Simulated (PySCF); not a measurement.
Species: dimethylphosphine, C2H7P.
Cartesian coordinates in Å at the PBE0-D3(BJ)/def2-SVP level; atoms count from 1:
```
atom  x, y, z in Å
C1     1.4423    0.2462   -0.1053
P2     0.2723   -0.3984    1.1807
C3    -1.3390    0.1679    0.4581
H4     2.4450   -0.1716    0.0691
H5     1.5175    1.3396   -0.0009
H6     1.1318    0.0113   -1.1350
H7     0.2127   -1.7447    0.7015
H8    -2.1704   -0.2871    1.0167
H9    -1.4490   -0.0790   -0.6088
H10   -1.4185    1.2594    0.5772
```

The closed-shell ground state was solved at several levels (PySCF, density fitting, gas phase, non-relativistic).

| level | basis functions | HOMO (eV) | LUMO (eV) | gap (eV) | dipole (D) |
| --- | --- | --- | --- | --- | --- |
| LDA/pcSseg-2 | 213 | -5.64 | -0.50 | 5.14 | 1.35 |
| PBE0/pcSseg-2 | 213 | -6.72 | 0.36 | 7.08 | 1.33 |
| PBE/pcSseg-2 | 213 | -5.59 | -0.38 | 5.21 | 1.31 |
| B3LYP/pcSseg-2 | 213 | -6.54 | 0.08 | 6.62 | 1.24 |
| KT3/pcSseg-2 | 213 | -5.69 | -0.51 | 5.18 | 1.24 |

(1) What might B97-D/pcSseg-2 (213 basis functions) give for the same quantities?

(2) Over all these levels, which gives the widest orbital gap and which the narrowest?

(3) In the pcSseg-2 basis, how does the gap go with the fixed share of exact exchange?

(4) How far do the dipole and the HOMO energy spread over the levels?

Answers

(1) HOMO -5.57 eV, LUMO -0.26 eV, gap 5.31 eV, dipole 1.28 D.

(2) PBE0/pcSseg-2 (global hybrid, 25 % exact exchange) has the widest, 7.08 eV, and LDA/pcSseg-2 (LDA) the narrowest, 5.14 eV. From the narrowest to the widest the HOMO moves by -1.08 eV and the LUMO by +0.86 eV.

(3) LDA (0 %) 5.14 eV; KT3 (0 %) 5.18 eV; PBE (0 %) 5.21 eV; B97-D (0 %) 5.31 eV; B3LYP (20 %) 6.62 eV; PBE0 (25 %) 7.08 eV. Each rise in the share widens the gap here.

(4) The dipole runs from 1.24 to 1.35 D (mean 1.29 D) and the HOMO from -6.72 to -5.57 eV.
